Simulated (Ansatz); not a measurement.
Input for Ansatz (development build ahead of 0.2.0):

```yaml
crystal:
  periodic: [false, false, false]
  atoms:
    - { symbol: H, position_ang: [0.05459, 0.01473, 0.07916] }
    - { symbol: C, position_ang: [0.97365, -0.17858, -0.44675] }
    - { symbol: C, position_ang: [2.21137, -0.50156, -0.68403] }
    - { symbol: "N", position_ang: [3.37828, -0.67105, -0.98021] }
basis:
  gaussian: { orbitals: def2-SVP }
magnetization:
  spin_polarized: true
  initial_magnetization: 2
hamiltonian:
  xc: hf
output:
  forces: true
```

The input is written out in the form of the current development build from the run's settings.

Output:

- Converged: yes
- Total energy: -130.57482 hartree
- Spin squared of the determinant: 2.396
- Stability test: minimum

Forces (eV/Å):
```csv
atom,Fx,Fy,Fz
H1,0.278,-0.122,-0.044
C2,-0.545,0.074,-0.020
C3,0.698,0.161,-0.014
N4,-0.431,-0.113,0.078
```

Caution: the unrestricted determinant is spin contaminated.
